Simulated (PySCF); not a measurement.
```xyz
3
charge -1 multiplicity 1, angstrom
P     0.0000    0.0000    0.0000
N     1.5114    0.0000    0.0000
N    -1.5114    0.0000    0.0000
```

Computed with PBE0 in PySCF with P def2-TZVPD, N def2-TZVPD; no relativity; density-fitted integrals.

This geometry of PN₂⁻ is a stationary point at this level.

Question: What is the point group?

Answer: D∞h.

Question: Is it a minimum?

Answer: Yes: all harmonic wavenumbers are real.

Question: What are the dipole moment and the gap between the highest occupied and lowest empty levels?

Answer: 0.00 D about the centre of mass and 4.66 eV.

Question: Give the ideal-gas entropy at 298.15 K and 1 bar by parts.

Answer: translation 159.7, rotation 58.0, vibration 12.1, spin 0.0; total 229.8 J/(mol K).

This need not be the most stable arrangement of these atoms. The lowest empty level of this anion is unbound, so it and the gap depend on the basis.
